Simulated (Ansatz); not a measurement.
A calculation on hcp Re returned lattice constant a 2.750 Å, lattice parameter c 4.444 Å.

For reference: lattice constant a 2.761 Å (measured, 293 K, not corrected to a static lattice; as tabulated in Wikipedia's data pages); lattice parameter c 4.458 Å (measured, 293 K, not corrected to a static lattice; as tabulated in Wikipedia's data pages).

### Question
Which level of theory produced these numbers?
A) rVV10 (Ansatz (a program for electronic structure))
B) B3LYP (VWN-RPA form) (Ansatz)
C) PBE0 (Ansatz)
D) PBE (Ansatz)

### Answer
C, PBE0 (Ansatz)

The others give: B3LYP (VWN-RPA form) 2.778 Å, 4.506 Å; PBE 2.775 Å, 4.482 Å; rVV10 2.796 Å, 4.516 Å.

Unless a cell is named, each level is at its own relaxed cell (B3LYP (VWN-RPA form) 15.06, PBE 14.95, PBE0 14.55, rVV10 15.29 Å³/atom).

Ansatz's density-functional and Hartree–Fock values are scalar-relativistic unless marked +SOC, with PAW data made under PBE.
